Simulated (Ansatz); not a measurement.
# CH3ClSi: the cost of one run

Program: Ansatz 0.2.0. Level of theory: RKS PBE/cc-pVDZ. These are calculated values, not measurements.

## (1) The system as given

Bond lengths: C1–Si2 1.791 Å, Si2–Cl3 2.030 Å, C1–H4 1.154 Å, C1–H5 1.142 Å, C1–H6 1.086 Å. Angles: C1–Si2–Cl3 107.2°, Si2–C1–H4 112.6°, Si2–C1–H5 112.1°, Si2–C1–H6 115.7°, H4–C1–H5 105.5°, H4–C1–H6 107.4°, H5–C1–H6 102.5°.

As a file:

```xyz
6

C    -0.3983    0.3420   -0.1779
Si    0.2782   -0.6354    1.1618
Cl    1.9015   -1.6113    0.4320
H     0.3418    1.1401   -0.5624
H    -1.3315    0.9189    0.1402
H    -0.7496   -0.2183   -1.0399
```

## (2) Relaxing end A

input.yaml

```yaml
crystal:
  periodic: [false, false, false]
  atoms:
    - { symbol: C, position_ang: [-0.3983, 0.342, -0.1779] }
    - { symbol: Si, position_ang: [0.2782, -0.6354, 1.1618] }
    - { symbol: Cl, position_ang: [1.9015, -1.6113, 0.432] }
    - { symbol: H, position_ang: [0.3418, 1.1401, -0.5624] }
    - { symbol: H, position_ang: [-1.3315, 0.9189, 0.1402] }
    - { symbol: H, position_ang: [-0.7496, -0.2183, -1.0399] }
basis:
  gaussian: { orbitals: cc-pVDZ }
hamiltonian:
  xc: pbe
relax:
  f_tol: 0.015
  max_steps: 40
output:
  orbitals: {}
```

On the command line:

```console
> ansatz run input.yaml --threads 1 --pin off --max-ram 2048MiB --backend cpu --events-out ev --progress --plain --runs-dir out
```

**Question.** How long does this run take on 1 thread of Arm Neoverse V1, shared host, and how much memory does it need?

About 13 s, with a peak of 0.13 GiB.
